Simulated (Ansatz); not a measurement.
Saddle point of CH₇NSi, closed shell (CH₇NSi ([CH3][SiH2][NH2]) → CH₅NSi ([CH3][SiH][NH]) + H₂; bonds formed: H2–H4; bonds broken: Si1–H2, N3–H4), PBE0-D4/def2-TZVP structure:

```xyz
10
angstrom
Si -0.0255 0.5328 0.0142
H 1.6075 0.1783 -0.6307
N -0.5901 0.7185 -1.5044
H 0.9887 0.4400 -1.2934
H 0.3871 1.6210 0.9510
C -0.3103 -1.0350 0.9446
H -0.8949 1.5932 -1.9032
H 0.4892 -1.2259 1.6646
H -1.2510 -0.9452 1.4992
H -0.4007 -1.8779 0.2581
```

Energies are electronic, without zero-point energy. Barriers and step energies count from the start structure reached by relaxing down the imaginary mode; all methods use the PBE0-D4 structures, on which another method's saddle can fall below an end. Computed with Ansatz 0.2.0 (basis: def2-TZVPP, with def2-QZVPP for the basis limit); correlated methods freeze the cores. B3LYP uses VWN-RPA correlation. Extrapolation: Hartree–Fock as exp(−7.88 √X), correlation as X^−2.97.

```tsv
method	barrier (eV)	step energy (eV)
SPW92	3.032	2.425
PBE-D4	3.125	2.171
BLYP-D4	3.207	2.013
r2SCAN-D4	3.290	2.324
B97M-V	3.350	2.326
PBE0-D4	3.391	2.437
B3LYP-D4	?	2.259
r2SCAN0-D4	3.480	2.509
BHLYP-D4	3.719	2.542
CAM-B3LYP-D4	?	2.423
wB97X-V	3.571	2.481
wB97M-V	?	2.381
B2PLYP	3.465	2.274
PBE-QIDH	3.543	2.520
RPA on PBE	3.493	2.225
HF	4.157	2.720
MP2	3.472	2.302
CCSD	3.662	2.434
CCSD(T)	3.542	2.329
```

Question: Fill in the withheld barriers. (To be estimated.)

Answer: Computed: wB97M-V 3.496; CAM-B3LYP-D4 3.544; B3LYP-D4 3.420 eV. Each is the energy of the saddle less that of the start structure, by the same method.

For comparison, the barrier by CCSD(T) at an estimated basis limit (MP2 extrapolated from triple and quadruple zeta, plus CCSD(T) − MP2 in triple zeta) is 3.490 eV.

The T1 diagnostic stays at or below 0.017.

Labels in which every atom is bracketed show which atoms are joined, not bond orders.

For scale, one of the runs: CCSD(T)/def2-TZVPP, 202 basis functions, launched by `ansatz run in.yaml --threads 2 --pin off --events-out ev --progress --plain --max-ram 4352MiB`. Time: 83 s of wall clock on 2 CPU threads of an Arm Neoverse N1; the host was shared. Peak host memory: 2.5 GiB.
